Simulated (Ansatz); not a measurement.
Consider the formal loss of a carbene: `C=COC(C)F` → `C=COC` + `[CH]F`.

Program: Ansatz. Geometries: PBE0-D4/def2-TZVP. ΔE: electronic, gas phase. CBS: MP2 limit from def2 TZ/QZ plus the TZ coupled-cluster correction, frozen cores. This one scheme is used for every species. DFT in def2-TZVPP. One conformer a species, not always the lowest.

| level | ΔE (eV) | difference from CCSD(T)/CBS |
| --- | --- | --- |
| LDA (SPW92) | 5.10 | 0.73 |
| revPBE-D4 | 4.35 | -0.02 |
| r2SCAN0-D4 | 4.66 | 0.29 |
| revPBE | 4.14 | -0.23 |
| r2SCAN | 4.58 | 0.21 |
| BHLYP | 4.33 | -0.04 |
| CAM-B3LYP | 4.39 | 0.02 |
| RPA@PBE/def2-TZVPP | 4.01 | -0.36 |
| HF/def2-SVP | 4.11 | -0.26 |
| HF/def2-QZVPP | 3.90 | -0.47 |
| CCSD(T)/CBS | 4.37 | 0 |

Largest T1 diagnostic among the species: 0.018.

From BLYP to BHLYP (50 % exact exchange), in def2-TZVPP and without D4, ΔE moves by +0.31 eV. The D4 term adds +0.11 eV with B3LYP and +0.06 eV with PBE0; it sums over pairs of atoms, weighted by their polarisabilities, and B3LYP, whose exchange is more repulsive, gets the larger term. In def2-TZVPP, CCSD(T) changes the Hartree–Fock value by +0.41 eV (the triples alone add +0.03 eV) and MP2 by +0.69 eV.

B3LYP here is the variant with VWN-RPA as its local correlation; programs differ in this.
